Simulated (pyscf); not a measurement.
HS–Ti(Cl)(Cl)–Cl + hydrogen chloride (HCl) → H₂S + titanium tetrachloride (Cl–Ti(Cl)(Cl)–Cl) (four-centre exchange; singlet surface; S–Ti, Cl–H broken, H–S, Cl–Ti formed). Optimised with ωB97X-D3(BJ)/def2-SVP in PySCF. Energies in kcal/mol from the separated reactants.

```
level                   barrier  reaction energy
----------------------  -------  ---------------
ωB97X-D3(BJ)/def2-TZVP      6.6            -12.0
PBE/def2-TZVP               5.5            -12.9
PBE0-D3(BJ)/def2-TZVP         …            -12.5
M06-2X/def2-TZVP            9.4            -12.9
ωB97M-D3(BJ)/def2-TZVP     10.8            -13.1
HF/def2-TZVP                  …                …
```

Problem. Complete the blanks.

Solution. 
- PBE0-D3(BJ)/def2-TZVP, barrier: 5.7
- HF/def2-TZVP, barrier: 27.5
- HF/def2-TZVP, reaction energy: -16.1

The functionals in the table span 5.2 kcal/mol in this barrier, from PBE to ωB97M-D3(BJ)/def2-TZVP. On the product side the descent ends in an adduct with a S–Ti contact, 8.0 kcal/mol under the separated species and 26.7 kcal/mol under the saddle at ωB97X-D3(BJ)/def2-TZVP. What is counted as broken (S–Ti) persists as a longer contact in the product adduct; parting that adduct is a step of its own. One saddle was located; it need not be the lowest between these sides.
